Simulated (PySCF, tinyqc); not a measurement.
Inside a calculation. Method: RHF in the sto-3g basis, for HF, spin multiplicity 1. The lowest restricted solution is unstable here: a spin-polarised one lies 0.1511 hartree lower (PySCF). One step of it, computed by the program tinyqc.

Question. Iteration 2: building the Fock matrix. J_ij = sum D_kl (ij|kl), K_ij = sum D_kl (ik|jl); F = H + J - 0.5 K; E = tr D H + tr D J / 2 - 0.25 tr D K + E_nn.

D after iteration 1:
```
            1F 1s      1F 2s    1F 2px    1F 2py     1F 2pz      2H 1s
1F 1s    2.120267  -0.505523  0.000000  0.000000  -0.000830   0.006885
1F 2s   -0.505523   2.124859  0.000000  0.000000   0.003980  -0.028388
1F 2px   0.000000   0.000000  2.000000  0.000000   0.000000   0.000000
1F 2py   0.000000   0.000000  0.000000  2.000000   0.000000   0.000000
1F 2pz  -0.000830   0.003980  0.000000  0.000000   2.003227  -0.019806
2H 1s    0.006885  -0.028388  0.000000  0.000000  -0.019806   0.000574
```

core Hamiltonian H = T + V (hartree):
```
             1F 1s       1F 2s     1F 2px     1F 2py     1F 2pz      2H 1s
1F 1s   -40.317043   -9.459169   0.000000   0.000000  -0.003856  -0.257144
1F 2s    -9.459169  -10.795241   0.000000   0.000000  -0.048250  -0.689606
1F 2px    0.000000    0.000000  -8.487069   0.000000   0.000000   0.000000
1F 2py    0.000000    0.000000   0.000000  -8.487069   0.000000   0.000000
1F 2pz   -0.003856   -0.048250   0.000000   0.000000  -8.504350  -0.544833
2H 1s    -0.257144   -0.689606   0.000000   0.000000  -0.544833  -3.092389
```

Two-electron integrals (ij|kl) in chemists' order, unique and non-zero (hartree):
```
(11|11) 5.403501   (21|11) 0.841920   (21|21) 0.156299   (22|11) 1.268028
(22|21) 0.292344   (22|22) 0.926167   (31|31) 0.027998   (32|31) 0.043169
(32|32) 0.204588   (33|11) 1.264502   (33|21) 0.292403   (33|22) 0.925959
(33|33) 0.997514   (41|41) 0.027998   (42|41) 0.043169   (42|42) 0.204588
(43|43) 0.053770   (44|11) 1.264502   (44|21) 0.292403   (44|22) 0.925959
(44|33) 0.889973   (44|44) 0.997514   (51|51) 0.027998   (52|51) 0.043169
(52|52) 0.204588   (53|53) 0.053770   (54|54) 0.053770   (55|11) 1.264502
(55|21) 0.292403   (55|22) 0.925959   (55|33) 0.889973   (55|44) 0.889973
(55|55) 0.997514   (61|11) 0.022971   (61|21) 0.004231   (61|22) 0.007873
(61|33) 0.007864   (61|44) 0.007864   (61|51) 0.000163   (61|52) 0.000308
(61|55) 0.007891   (61|61) 0.000116   (62|11) 0.069895   (62|21) 0.016381
(62|22) 0.059544   (62|33) 0.058732   (62|44) 0.058732   (62|51) 0.001090
(62|52) 0.009285   (62|55) 0.061109   (62|61) 0.000450   (62|62) 0.005176
(63|31) 0.001571   (63|32) 0.009923   (63|53) 0.001911   (63|63) 0.000728
(64|41) 0.001571   (64|42) 0.009923   (64|54) 0.001911   (64|64) 0.000728
(65|11) 0.054432   (65|21) 0.012904   (65|22) 0.050309   (65|33) 0.048455
(65|44) 0.048455   (65|51) 0.002215   (65|52) 0.016422   (65|55) 0.053961
(65|61) 0.000365   (65|62) 0.005373   (65|65) 0.006232   (66|11) 0.291745
(66|21) 0.069425   (66|22) 0.291235   (66|33) 0.285834   (66|44) 0.285834
(66|51) 0.003815   (66|52) 0.047230   (66|55) 0.301986   (66|61) 0.001901
(66|62) 0.035614   (66|65) 0.043810   (66|66) 0.774606
```

nuclear repulsion = 2.62836363 hartree

Give: Coulomb J; exchange K; Fock matrix F; total energy of this density.

Answer.

Coulomb J (hartree):
```
          1F 1s   1F 2s  1F 2px  1F 2py  1F 2pz   2H 1s
1F 1s   20.8855  4.0023  0.0000  0.0000  0.0002  0.1084
1F 2s    4.0023  9.9146  0.0000  0.0000  0.0004  0.6151
1F 2px   0.0000  0.0000  9.9058  0.0000  0.0000  0.0000
1F 2py   0.0000  0.0000  0.0000  9.9058  0.0000  0.0000
1F 2pz   0.0002  0.0004  0.0000  0.0000  9.9058  0.5108
2H 1s    0.1084  0.6151  0.0000  0.0000  0.5108  2.9126
```

exchange K (hartree):
```
          1F 1s   1F 2s  1F 2px  1F 2py  1F 2pz   2H 1s
1F 1s   11.1059  1.9452  0.0000  0.0000  0.0001  0.0567
1F 2s    1.9452  3.2285  0.0000  0.0000  0.0011  0.1871
1F 2px   0.0000  0.0000  2.6601  0.0000  0.0000  0.0000
1F 2py   0.0000  0.0000  0.0000  2.6601  0.0000  0.0000
1F 2pz   0.0001  0.0011  0.0000  0.0000  2.6607  0.1279
2H 1s    0.0567  0.1871  0.0000  0.0000  0.1279  0.0229
```

Fock matrix F (hartree):
```
           1F 1s    1F 2s  1F 2px  1F 2py   1F 2pz    2H 1s
1F 1s   -24.9845  -6.4295  0.0000  0.0000  -0.0037  -0.1771
1F 2s    -6.4295  -2.4949  0.0000  0.0000  -0.0484  -0.1681
1F 2px    0.0000   0.0000  0.0887  0.0000   0.0000   0.0000
1F 2py    0.0000   0.0000  0.0000  0.0887   0.0000   0.0000
1F 2pz   -0.0037  -0.0484  0.0000  0.0000   0.0711  -0.0980
2H 1s    -0.1771  -0.1681  0.0000  0.0000  -0.0980  -0.1913
```

total energy of this density = -97.898626 hartree
